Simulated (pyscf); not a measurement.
PySCF, gas phase, ωB97X-D3(BJ)/def2-SVP geometries.

Question: For the elementary gas-phase step H₂P–GeH₃ + water (H₂O) → HO–GeH₂–PH₂ + hydrogen (H₂) (singlet surface; Ge–H, H–O broken, Ge–O, H–H formed), what barrier and reaction energy does HF/def2-TZVP give, measured from the separated reactants?

Answer: ΔE‡ = 2.69 eV, ΔE = +0.01 eV. ωB97M-D3(BJ)/def2-TZVP gives 1.94 eV and -0.03 eV. Zero-point energy shifts the barrier by -0.04 eV. It is a four-centre exchange, with an imaginary mode of 1374i cm⁻¹. This is the saddle that the search found; another between the same sides may lie lower. Elements up to Kr have no core potential and no relativistic terms here.
